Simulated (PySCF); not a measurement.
**Aluminium: a sound run and one with changed settings**

Sound run: Al [Ne] 3s2 3p1, Al⁺ [Ne] 3s2. Calculation: PySCF 2.14, in cc-pVDZ-DK (4s3p1d, 18 functions); scalar relativity by spin-free X2C-1e. In the sound run the correlated levels freeze [Ne]. The sound run starts from symmetry-adapted Hartree-Fock orbitals and uses a fine grid where one is needed.

Changed run: the non-relativistic Hamiltonian (point nucleus). This setting is unsound on purpose.

| species | method | sound run (hartree) | changed run (hartree) | converged |
| --- | --- | --- | --- | --- |
| Al | UHF | -242.30843 | -241.79286 | yes |
| Al | M06-2X | -242.78292 | -242.26745 | yes |
| Al | PBE0 | -242.68554 | -242.17018 | yes |
| Al | MP2 | -242.33898 | -241.82340 | yes |
| Al | CCSD(T) | -242.35612 | -241.84058 | yes |
| Al⁺ | UHF | -242.10361 | -241.58769 | yes |
| Al⁺ | M06-2X | -242.57207 | -242.05620 | yes |
| Al⁺ | PBE0 | -242.46194 | -241.94620 | yes |
| Al⁺ | MP2 | -242.12858 | -241.61267 | yes |
| Al⁺ | CCSD(T) | -242.14201 | -241.62615 | yes |

Ionisation energy of Al:

| method | sound run (eV) | changed run (eV) |
| --- | --- | --- |
| UHF | 5.574 | 5.583 |
| M06-2X | 5.737 | 5.748 |
| PBE0 | 6.085 | 6.095 |
| MP2 | 5.725 | 5.734 |
| SCS-MP2 | 5.706 | 5.715 |
| CCSD | 5.808 | 5.816 |
| CCSD(T) | 5.826 | 5.835 |

Most of the change in total energy is the relativistic energy itself. On top of that the contraction fixes the core shape for the Hamiltonian it was made with, so the changed run is not a good calculation with the other Hamiltonian either.

For comparison, NIST gives 5.986 eV between the lowest levels.
